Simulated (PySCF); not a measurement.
HPO.
Geometry (PBE0-D3(BJ)/def2-SVP, Å), atoms numbered from 1 in this order:
```xyz
3
HOP angstrom
O      1.1922   -0.2937   -0.0011
P     -0.0049    0.6022   -0.0267
H     -1.1643   -0.3135    0.0028
```

The calculation used core-valence-separated Tamm–Dancoff BHandHLYP/aug-pcX-1 (pcseg-1 on H, def2-SVPD on P) in PySCF, non-relativistic, gas phase, PBE0-D3(BJ)/def2-SVP geometry. Absolute energies from this functional tend to lie a few eV below measured edges; no shift was applied.

The lowest roots of each edge with f over 0.003 (five at most, numbered afresh; weaker and dark ones are left out), with transition dipoles (au) in the frame of the coordinates:

| root | edge | E (eV) | f | μx | μy | μz |
| --- | --- | --- | --- | --- | --- | --- |
| 1 | O | 527.03 | 0.0462 | 0.0000 | 0.0018 | 0.0598 |
| 2 | O | 532.80 | 0.0192 | -0.0290 | 0.0251 | -0.0007 |
| 3 | O | 534.16 | 0.0132 | 0.0299 | 0.0110 | -0.0004 |
| 4 | O | 535.23 | 0.0095 | -0.0050 | 0.0265 | -0.0008 |
| 5 | O | 536.28 | 0.0060 | 0.0192 | 0.0091 | -0.0003 |

Question: What is the unit vector of the normal of the molecular plane, and which share of each root's |μ|² lies along it?

Answer: (0.00, 0.03, 1.00), up to sign.

| root | core hole on | share along it | final orbital under reflection in the plane |
| --- | --- | --- | --- |
| 1 | O1 | 1.00 | odd |
| 2 | O1 | 0.00 | even |
| 3 | O1 | 0.00 | even |
| 4 | O1 | 0.00 | even |
| 5 | O1 | 0.00 | even |

The 1s orbitals of atoms in the plane are even under the reflection, so light polarised along the normal reaches odd orbitals alone (the out-of-plane π set) and light polarised in the plane even ones.

Question: For fixed molecules, how does the intensity of root 1 change when the electric field is turned 20° away from the normal of the molecular plane?

Answer: Intensity goes as (E·μ)², and μ lies along that direction, so it falls to cos²20° = 0.88 of its maximum; it vanishes at 90°.

Question: Molecules are fixed in this frame and the field points along (0, 1, 1)/√2. What effective strengths 3 f cos²θ do the roots have (θ between field and μ)?

Answer: root 1 (O1): 0.074, root 2 (O1): 0.012, root 3 (O1): 0.002, root 4 (O1): 0.013, root 5 (O1): 0.002. Root 1 is the strongest. Averaged over all orientations cos²θ is 1/3, which gives f back.

